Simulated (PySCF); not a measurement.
Which determinant of BP lies lowest?

Unrestricted PBE0; PySCF, no relativity, basis sets B 6-31G(d,p), P 6-31G(d,p). Outer shells of the fragments: B 2s2 2p1; P 3s2 3p3.

Followed along the bond (rough minima from three points):

```
2Ms+1  unpaired  ⟨S²⟩ at the start  R at minimum (Å)  Te (eV)
    3  σ ↑, π ↑               2.01              1.75     0.00
    1  σ ↓, π ↑               1.05              1.76     0.15
    1      none               0.00  none in the scan   ≤ 0.85
    3      π ↑↑               2.01  none in the scan   ≤ 1.09
    1      π ↑↓               1.01  none in the scan   ≤ 1.43
```

Solutions found at the starting distance of 1.880 Å, counted from the lowest of them; the search is not exhaustive and high or unbound solutions are not listed, so other states can lie among these:

```json
{"2Ms+1": "3", "unpaired": "σ ↑, π ↑", "term": "³Π", "E (eV)": "0.00", "⟨S²⟩": "2.01", "⟨Lz²⟩": "1.02", "μ (D)": "-0.71"}
{"2Ms+1": "1", "unpaired": "σ ↓, π ↑", "term": "mixed", "E (eV)": "0.13", "⟨S²⟩": "1.05", "⟨Lz²⟩": "1.00", "μ (D)": "-0.77"}
{"2Ms+1": "3", "unpaired": "π ↑↑", "term": "³Σ⁻", "E (eV)": "0.95", "⟨S²⟩": "2.01", "⟨Lz²⟩": "0.00", "μ (D)": "1.73"}
{"2Ms+1": "1", "unpaired": "none", "term": "¹Σ⁺", "E (eV)": "1.19", "⟨S²⟩": "0.00", "⟨Lz²⟩": "0.00", "μ (D)": "-1.34"}
{"2Ms+1": "1", "unpaired": "π ↑↓", "term": "mixed", "E (eV)": "1.29", "⟨S²⟩": "1.01", "⟨Lz²⟩": "2.01", "μ (D)": "1.82"}
{"2Ms+1": "5", "unpaired": "σ ↑, π ↑↑↑", "term": "⁵Π", "E (eV)": "2.16", "⟨S²⟩": "6.00", "⟨Lz²⟩": "1.00", "μ (D)": "0.34"}
{"2Ms+1": "1", "unpaired": "none", "term": "mixed", "E (eV)": "2.28", "⟨S²⟩": "0.00", "⟨Lz²⟩": "2.00", "μ (D)": "2.06"}
{"2Ms+1": "3", "unpaired": "σ ↑, π ↑↑↓", "term": "mixed", "E (eV)": "2.71", "⟨S²⟩": "3.01", "⟨Lz²⟩": "3.01", "μ (D)": "0.24"}
{"2Ms+1": "3", "unpaired": "σ ↓, π ↑↑↑", "term": "mixed", "E (eV)": "3.02", "⟨S²⟩": "3.02", "⟨Lz²⟩": "1.00", "μ (D)": "0.82"}
{"2Ms+1": "3", "unpaired": "σ ↑↑", "term": "³Σ⁺", "E (eV)": "3.13", "⟨S²⟩": "2.25", "⟨Lz²⟩": "0.00", "μ (D)": "-0.07"}
{"2Ms+1": "1", "unpaired": "σ ↑, π ↑↓↓", "term": "mixed", "E (eV)": "3.32", "⟨S²⟩": "2.02", "⟨Lz²⟩": "3.02", "μ (D)": "0.87"}
{"2Ms+1": "3", "unpaired": "π ↑↑", "term": "mixed", "E (eV)": "3.36", "⟨S²⟩": "2.16", "⟨Lz²⟩": "2.01", "μ (D)": "-1.12"}
{"2Ms+1": "3", "unpaired": "π ↑↑", "term": "mixed", "E (eV)": "3.95", "⟨S²⟩": "2.14", "⟨Lz²⟩": "2.00", "μ (D)": "-1.39"}
{"2Ms+1": "5", "unpaired": "σ ↑↑, π ↑↑", "term": "mixed", "E (eV)": "4.83", "⟨S²⟩": "6.02", "⟨Lz²⟩": "2.01", "μ (D)": "0.95"}
```

A term symbol is given only where ⟨S²⟩ and ⟨Lz²⟩ are close to those of a pure state; real π, δ and φ orbitals otherwise mix terms. A positive dipole means B(−)P(+).
